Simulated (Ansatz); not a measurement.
```yaml
crystal:
  periodic: [false, false, false]
  atoms:
    - {symbol: Zn, position_ang: [0.000000, 0.000000, 0.000000]}
    - {symbol: Si, position_ang: [0.000000, 0.000000, 2.330000]}
basis:
  gaussian: {orbitals: def2-TZVP}
total_charge: 1
magnetization: {spin_polarized: true, initial_magnetization: 1}
hamiltonian: {xc: pbe0}
relax: {f_tol: 0.004, max_steps: 80}
```

```sh
$ ansatz run in.yaml --threads 1 --pin off --events-out ev --progress --plain --max-ram 2176MiB
```

Steps of the relaxation (energy above the last step; positions in Å, forces in eV/Å):

```
2
step 1, 109.1 meV
Zn    0.000    0.000    0.000    0.000    0.000   -1.242
Si    0.000    0.000    2.330    0.000    0.000    1.242
```

```
2
step 2, 21.8 meV
Zn    0.000    0.000   -0.052    0.000    0.000   -0.486
Si    0.000    0.000    2.382    0.000    0.000    0.486
```

```
2
step 3, 0.0 meV
Zn    0.000    0.000   -0.100    0.000    0.000    0.004
Si    0.000    0.000    2.430    0.000    0.000   -0.004
```

Close pairs at the end: Zn1–Si2 2.530 Å.

A stationary point of unrestricted PBE0 after 3 steps, with ⟨S²⟩ = 0.760 against 0.75 for a pure state. 15 s on 1 thread of Arm Neoverse V2, shared host.
